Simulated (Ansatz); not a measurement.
```yaml
crystal:
  periodic: [false, false, false]
  atoms:
    - {symbol: Zn, position_ang: [-0.875921, -0.005996, -0.002576]}
    - {symbol: Si, position_ang: [1.785692, 0.013199, 0.006927]}
    - {symbol: H, position_ang: [2.347933, -1.344874, -0.003321]}
    - {symbol: H, position_ang: [2.399356, 0.687236, 1.159152]}
    - {symbol: H, position_ang: [2.337544, 0.678945, -1.181696]}
basis:
  gaussian: {orbitals: def2-TZVP}
magnetization: {spin_polarized: true, initial_magnetization: 1}
hamiltonian: {xc: pbe0}
relax: {f_tol: 0.004, max_steps: 80}
```

```sh
$ ansatz run in.yaml --threads 1 --pin off --events-out ev --progress --plain --max-ram 2176MiB
```

Steps of the relaxation (energy above the last step; positions in Å, forces in eV/Å):

```
5
step 1, 79.6 meV
Zn   -0.876   -0.006   -0.003    0.569    0.012    0.016
Si    1.786    0.013    0.007   -0.598   -0.020   -0.029
H     2.348   -1.345   -0.003    0.013   -0.451    0.001
H     2.399    0.687    1.159    0.006    0.235    0.404
H     2.338    0.679   -1.182    0.010    0.224   -0.392
```

```
5
step 2, 16.0 meV
Zn   -0.768    0.000    0.006    0.304    0.006    0.007
Si    1.812    0.009    0.000   -0.489    0.000    0.004
H     2.310   -1.393   -0.005    0.068   -0.018    0.003
H     2.341    0.711    1.201    0.048    0.000    0.000
H     2.299    0.701   -1.224    0.068    0.012   -0.014
```

```
5
step 3, 6.1 meV
Zn   -0.741    0.002    0.010    0.015    0.003    0.004
Si    1.757    0.008   -0.002    0.364    0.002    0.000
H     2.322   -1.384   -0.005   -0.121    0.128    0.003
H     2.344    0.706    1.192   -0.137   -0.071   -0.121
H     2.312    0.696   -1.217   -0.120   -0.062    0.114
```

```
5
step 6, 0.0 meV
Zn   -0.721    0.005    0.016    0.000    0.000    0.000
Si    1.777    0.006   -0.006    0.000    0.000    0.000
H     2.313   -1.386   -0.005    0.000    0.000    0.000
H     2.323    0.706    1.192    0.000    0.000    0.000
H     2.302    0.697   -1.218    0.000    0.000    0.000
```

Close pairs at the end: Si2–H4 1.492 Å, Si2–H3 1.492 Å, Si2–H5 1.492 Å, Zn1–Si2 2.499 Å.

A stationary point of unrestricted PBE0 after 6 steps, with ⟨S²⟩ = 0.756 against 0.75 for a pure state; no frequencies were run, so it isn't proven a minimum. 33 s on 1 thread of Intel Xeon 6975P-C, shared host.
